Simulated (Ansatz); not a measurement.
```yaml
crystal:
  periodic: [true, true, true]
  atoms:
    - {symbol: C, position_ang: [-1.689373, 0.183786, -0.589600]}
    - {symbol: S, position_ang: [-0.515161, -1.102199, -0.132035]}
    - {symbol: C, position_ang: [0.950944, -0.122676, -0.012221]}
    - {symbol: C, position_ang: [1.930962, -0.365847, 1.013117]}
    - {symbol: N, position_ang: [1.255236, 0.646316, 1.278378]}
    - {symbol: H, position_ang: [-1.400301, 0.660740, -1.527366]}
    - {symbol: H, position_ang: [-1.770825, 0.930000, 0.200625]}
    - {symbol: H, position_ang: [-2.655750, -0.302177, -0.726535]}
    - {symbol: H, position_ang: [1.243418, 0.381225, -0.930949]}
    - {symbol: H, position_ang: [2.734151, -0.960268, 1.429687]}
basis:
  gaussian: {orbitals: def2-SVPD}
hamiltonian: {xc: {name: rPW86-PBE}}
accuracy: high
```

```sh
$ ansatz run in.yaml --threads 4 --pin off --events-out ev --progress --plain --max-ram 10444MiB
```

Output, abridged:

```
Error: YAML parse error: error: line 2 column 3: crystal: missing field `lattice` (a structure is typed as `lattice` and `atoms`, a molecule's as `atoms` in Å alone, or read from a run's directory, `checkpoint`)
 --> <input>:2:3
1 | crystal:
2 |   periodic: [true, true, true]
3 |   atoms:
4 |     - {symbol: C, position_ang: [-1.689373, 0.183786, -0.589600]}
```

In this input the molecule is marked periodic without a cell. The program refused the input.
